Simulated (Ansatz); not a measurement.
[AlH₂···H···SiH], doublet: the ladder up to UCCSDT(Q)

Geometry: a point of a hydrogen-transfer path between rigid fragments, not a stationary point.

```xyz
6

Al   -1.8922    0.0252    0.0000
H    -2.6851    1.3986    0.0000
H    -2.6851   -1.3482    0.0000
H    -0.3064    0.0252    0.0000
Si    1.9378    0.0252    0.0000
H     2.3342   -1.4543    0.0000
```

Basis cc-pVDZ; Ansatz 0.2.0. Correlated methods freeze the noble-gas cores, which leaves 11 electrons in 46 orbitals. R marks a restricted (for open shells ROHF) determinant, U an unrestricted one. Active spaces: frontier = (9e, 9o) about the gap; pair = (3e, 3o) about the gap.

Full CI isn't at hand for all of this; UCCSDT(Q) serves as the reference, and is uncertain by about the last step of the cluster series. The frozen core follows each run's orbitals, which can shift R against U totals by a few meV.

For open shells CISD is restricted-active-space CI with the open shells as a complete middle space.

The UHF ⟨S²⟩ is 0.779. The T1 diagnostic (RCCSD) is 0.0170. The largest doubles amplitude (RCCSD) is 0.067. The T1 diagnostic (UCCSD) is 0.0197.

| level | E − E(UCCSDT(Q)) (kcal/mol) | share of correlation (%) | wall time |
| --- | --- | --- | --- |
| RHF | 127.17 | 0.00 | – |
| UHF | 124.44 | 2.15 | – |
| RMP2 | 32.29 | 74.61 | – |
| UMP2 | 32.71 | 74.28 | – |
| CISD | 13.64 | 89.28 | 3.8 s |
| RCCSD | 3.02 | 97.62 | – |
| UCCSD | 2.96 | 97.67 | – |
| RCCSD(T) | 0.75 | 99.41 | 5 s |
| UCCSD(T) | 0.75 | 99.41 | 7.5 s |
| BCCD(T) | 0.75 | 99.41 | 5.5 s |
| RCCSDT | 0.08 | 99.94 | – |
| UCCSDT | 0.08 | 99.94 | – |
| RCCSDT(Q) | 0.00 | 100.00 | 57 s |
| CASSCF (pair space) | 117.29 | 7.77 | – |
| NEVPT2 (pair space) | 31.58 | 75.17 | 4.5 s |
| CASSCF (frontier space) | 90.02 | 29.21 | – |
| NEVPT2 (frontier space) | 28.90 | 77.28 | 24 s |

The correlation energy at UCCSDT(Q), counted from RHF, is -5.515 eV. That run took 56 s on 1 thread of Arm Neoverse V1, shared host.

Times hold each run's SCF and search for its determinant on a shared host, so for small cases they say little of a method's own cost; they ran on 1 thread of Arm Neoverse V1.
